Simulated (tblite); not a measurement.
# C4H7F3N2: the cost of one run

Programs: tblite 0.8.0 and PySCF 2.14.0. All values are calculated, for the isolated system unless a continuum is named. Atoms count from 0, parts from 1.

## (1) Starting point

16 atoms, charge 0, multiplicity 1; geometry: rigid parts in contact. Parts: 1 = atoms 0–9, `c1cnccn1`, charge 0; 2 = atoms 10–11, `F`, charge 0; 3 = atoms 12–13, `F`, charge 0; 4 = atoms 14–15, `F`, charge 0.

## (2) Search for minima with GFN2-xTB

The job: settings as JSON, then the geometry in Å.

```
{"job": {"kind": "dock", "xc": "GFN2-xTB", "basis": "xTB"}, "charge": 0, "multiplicity": 1, "parts": [{"atoms": "0-9", "charge": 0, "multiplicity": 1}, {"atoms": "10-11", "charge": 0, "multiplicity": 1}, {"atoms": "12-13", "charge": 0, "multiplicity": 1}, {"atoms": "14-15", "charge": 0, "multiplicity": 1}]}
C      1.058226    -0.946324    -0.036576
C      1.235657     0.426907    -0.155517
N      0.195046     1.242114    -0.292120
C     -1.019254     0.701698    -0.257821
C     -1.186525    -0.673136    -0.131107
N     -0.148243    -1.488682    -0.052219
H      1.892485    -1.627008     0.062508
H      2.211517     0.892057    -0.123065
H     -1.855700     1.385715    -0.320372
H     -2.165617    -1.133289    -0.097404
F      0.067734     0.412138     2.717100
H     -0.059706     1.334456     2.777717
F      0.690392     3.137375    -1.929181
H      0.505928     2.488601    -1.234341
F     -0.240576    -2.506820     2.684704
H     -0.064651    -1.590011     2.695531
```

Level: GFN2-xTB search for minima from random contacts, gas phase.

Launch:

```console
$ OMP_NUM_THREADS=1 python cluster_run.py task.json out
```

This one command runs all jobs of the session in turn.

**Question.** How long does this first job take on 1 thread of Arm Neoverse N1, shared host?

About 5.6 s.
